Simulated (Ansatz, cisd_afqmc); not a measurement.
System: C2H3, charge 0, doublet. C2H3 (SMILES C=[CH], doublet).
B3LYP-D3(BJ)/def2-TZVP minimum from Ansatz (a quantum-chemistry and plane-wave program):
```
C
C 1 1.3014
H 2 1.0786 1 138.61
H 1 1.0866 2 122.29 3 -180.00
H 1 1.0922 4 115.87 2 -180.00
```
Charge 0, spin multiplicity 2.

Total energies in cc-pVDZ, 11 correlated electrons, 2 frozen orbitals. Open shells are spin-unrestricted; no spin-orbit coupling. Cores are frozen in correlated methods. No relativity. The Monte Carlo rows (phaseless AFQMC, CISD trial, step 0.005/hartree) carry one-sigma bars that omit the constraint's bias. Outlying blocks are dropped, and bars are widened where a walk drifts. Over all cases where full CI ran beside it in this data, AFQMC minus full CI had a median of +0.1 mEh and passed +0.4 mEh in a tenth of the cases. The UHF reference of C2H3 ([CH]=C, doublet) is spin-contaminated (<S^2> up to 0.19 over the pure value in the sets run).

| method | program | energy (Eh) | minus CCSDT(Q) (mEh) |
|---|---|---|---|
| HF | Ansatz | -77.39760 | 278.09 |
| MP2 | Ansatz | -77.62763 | 48.06 |
| CCSD | Ansatz | -77.66511 | 10.58 |
| CCSD(T) | Ansatz | -77.67385 | 1.83 |
| CCSDT(Q) | Ansatz | -77.67568 | 0.00 |
| AFQMC/CISD | cisd_afqmc | -77.6752 ± 0.0003 | 0.5 ± 0.3 |

Rough core times of Ansatz's runs on a shared machine: CCSD(T) under 20 s, CCSDT(Q) 40 s.
